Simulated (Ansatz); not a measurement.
in.yaml

```yaml
crystal:
  periodic: [false, false, false]
  atoms:
    - {symbol: B, position_ang: [0.000000, 0.000000, 0.000000]}
    - {symbol: Cl, position_ang: [0.000000, 0.000000, 1.696600]}
basis:
  gaussian: {orbitals: STO-3G}
magnetization: {spin_polarized: false, initial_magnetization: 2}
correlation: {active_space: {window: {electrons: 10, orbitals: 6}, fixed_orbitals: true, states: [{multiplicity: 3, weights: [1, 0.5, 0.5, 1]}]}}
output: {forces: true}
```

```sh
$ ansatz run in.yaml --threads 1 --pin off --events-out ev --progress --plain --max-ram 2393MiB
```

Output:

```
220 factors; integrals over basis functions are off by at most 3.4e-8 eV
mean field evaluation 1: about -13027.9844 eV, gradient 8.6e0 eV
mean field evaluation 2: about -13028.0111 eV, gradient 8.6e0 eV
mean field evaluation 4: about -13029.0391 eV, gradient 4.0e-1 eV
mean field evaluation 8: about -13029.0405 eV, gradient 2.4e-6 eV
mean field evaluation 16: about -13029.0405 eV, gradient 2.8e-6 eV
mean field -13029.04050328 eV, -478.8084070948 hartree, gradient 2.4e-6 eV, S^2 2.000000; 2 other end points of the search recorded, 0 dependent functions left out
reference -13029.04050328 eV, -478.8084070948 hartree; 12, 10 occupied and 2, 4 virtual orbitals, 220 factors
state -13029.04453816 eV, -478.8085553737 hartree
state -13018.88336022 eV, -478.4351389721 hartree
state -13018.79644917 eV, -478.4319450498 hartree
state -13017.02233181 eV, -478.3667474393 hartree
the calculation of the forces begins
Total energy: -13021.63559155 eV, -478.5362816080 hartree
Atom 0 at     0.000000     0.000000     0.000000 Å, force    -0.000000    -0.000000    -8.164764 eV/Å
Atom 1 at     0.000000     0.000000     1.696600 Å, force     0.000000     0.000000     8.164764 eV/Å
Dipole moment:    -0.000000     0.000000     0.443664 e Å
```

Natural occupations, averaged over the states: 1.9999 1.8333 1.8312 1.6679 1.6651 1.0025.

The total printed last is the weighted mean of the 4 states, 7.409 eV above the lowest of them, and is no single state's energy.

Forces (eV/Å):
```
B    0.000  0.000 -8.165
Cl   0.000  0.000  8.165
```

Ran on 1 thread of Arm Neoverse V1, shared host: 0.15 s wall, 0.14 GiB peak host memory.
